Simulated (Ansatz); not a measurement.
# SiH$_{4}$, singlet in 6-31G: errors against full CI

All five atoms lie in one plane.

Geometry: that of the SiH4, triplet, kept fixed.

```xyz
5

Si    0.0000    0.0000    0.0000
H    -0.0115    1.0851    1.0776
H    -0.0165   -1.0776    1.0850
H     0.0165    1.0776   -1.0850
H     0.0115   -1.0851   -1.0776
```

Basis 6-31G; Ansatz 0.2.0. Only valence electrons are correlated (noble-gas cores frozen), which leaves 8 electrons in 16 orbitals. Prefix R: restricted or restricted open-shell reference; prefix U: unrestricted. Active spaces: valence = (8e, 8o) chosen from the atoms' valence shells.

Full CI is exact within this basis and frozen core; it isn't the basis-set limit. The frozen core follows each run's orbitals, which can shift R against U totals by a few meV.

Unrestricted rows (U) aren't spin-pure: their determinants' ⟨S²⟩ exceeds S(S+1) by up to 1.11, so they mix in states of higher spin.

```
UHF ⟨S²⟩                          : 1.113
T1 diagnostic (RCCSD)             : 0.0083
largest doubles amplitude (RCCSD) : 0.097
```

| level | E − E(full CI) (meV) | wall time |
| --- | --- | --- |
| RHF† | 2430 | – |
| UHF | 2260 | – |
| RMP2† | 822 | – |
| UMP2 | 872 | – |
| CISD† | 268 | 0.15 s |
| RCCSD† | 192 | – |
| UCCSD* | 149 | – |
| RCCSD(T)† | 159 | 0.21 s |
| UCCSD(T)* | 118 | 0.6 s |
| BCCD(T)† | 159 | 0.18 s |
| RCCSDT† | 141 | – |
| UCCSDT | 58 | – |
| CISDTQ | 29 | 1.1 s |
| RCCSDT(Q)† | 140 | 0.42 s |
| UCCSDT(Q) | 37 | 2.6 s |
| RCCSDTQ† | 139 | 1.8 s |
| UCCSDTQ* | 0 | 18 s |
| CASSCF (valence space) | 673 | – |
| NEVPT2 (valence space) | 171 | 1.2 s |
| MRCISD (valence space) | 12 | – |
| MRCISD+Q (valence space) | 2 | 1.7 s |

An asterisk marks runs whose energy the program itself flagged as in doubt. A dagger marks rows that describe another state than the reference (another or a broken symmetry, a higher spin or other natural occupations), so the difference isn't the method's error.

Times hold each run's SCF and search for its determinant on a shared host, so for small cases they say little of a method's own cost; they ran on 1 thread of Arm Neoverse V2.

The restricted determinant belongs to another symmetry than the lowest state (B3u); the lowest full-CI state of the determinant's symmetry (Ag) lies 0.139 eV higher, and methods that keep that symmetry describe that state.

The full-CI state has the irrep B3u of D2h, in the program's axes (one component, if the state is degenerate).

Natural occupations of full CI about the gap: 1.955 1.953 1.953 1.002 0.996 0.054 0.031 0.031 0.005 0.005; effectively unpaired electrons, Σ n²(2−n)², 2.04. No single determinant describes this state well, so single-reference rows can miss without a flag.
